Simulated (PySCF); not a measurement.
Theory: core-valence-separated Tamm–Dancoff BHandHLYP/aug-pcX-1 (pcseg-1 on H) in PySCF, non-relativistic, gas phase, PBE0-D3(BJ)/def2-SVP geometry. No empirical shift is added; at this level the pattern usually sits a few eV under experiment.

Main lines of an unknown, eV (oscillator strength): C K: 285.5 (0.029), 285.8 (0.050), 286.0 (0.012), 286.1 (0.038), 286.5 (0.009); N K: 400.6 (0.004), 401.1 (0.004), 401.2 (0.007), 401.7 (0.013), 401.7 (0.001). Listed: the first five lines at most of each edge with a tenth or more of its strongest line's intensity; roots within 0.03 eV on the same or equivalent atoms are summed. Only the lowest roots were sought, and the top ones are left out.

Question: Which candidate gives them?
A. `C/C=N/CCC`
B. `C=C[C@@H](C)NC`
C. `C=NC(C)(C)C`
D. `CN1CCCC1`

Answer: D. 

- `CN1CCCC1`: C K: 285.5 (0.029), 285.8 (0.050), 286.0 (0.012), 286.1 (0.038), 286.5 (0.009); N K: 400.6 (0.004), 401.1 (0.004), 401.2 (0.007), 401.7 (0.013), 401.7 (0.001). First C line listed at 285.5 eV, hole on the ring CH2 carbon; first N line listed at 400.6 eV, hole on the tertiary amine nitrogen.
- `C=C[C@@H](C)NC`: C K: 282.5 (0.062), 282.6 (0.060), 285.3 (0.012), 285.6 (0.009), 285.9 (0.013); N K: 399.5 (0.019), 400.6 (0.007), 401.0 (0.005), 401.1 (0.002), 401.3 (0.004). First C line listed at 282.5 eV, hole on the alkene CH carbon (1s→π*); first N line listed at 399.5 eV, hole on the secondary amine nitrogen.
- `C/C=N/CCC`: C K: 283.1 (0.069), 285.2 (0.009), 285.4 (0.015), 285.5 (0.010), 285.9 (0.024); N K: 396.2 (0.060). First C line listed at 283.1 eV, hole on the imine carbon (1s→π*); first N line listed at 396.2 eV, hole on the imine nitrogen.
- `C=NC(C)(C)C`: C K: 282.9 (0.064), 285.4 (0.037), 285.7 (0.015), 285.7 (0.015), 286.0 (0.027); N K: 396.0 (0.063), 402.2 (0.010). First C line listed at 282.9 eV, hole on the imine carbon (1s→π*); first N line listed at 396.0 eV, hole on the imine nitrogen.

One conformer each; other structures than these candidates weren't tested.
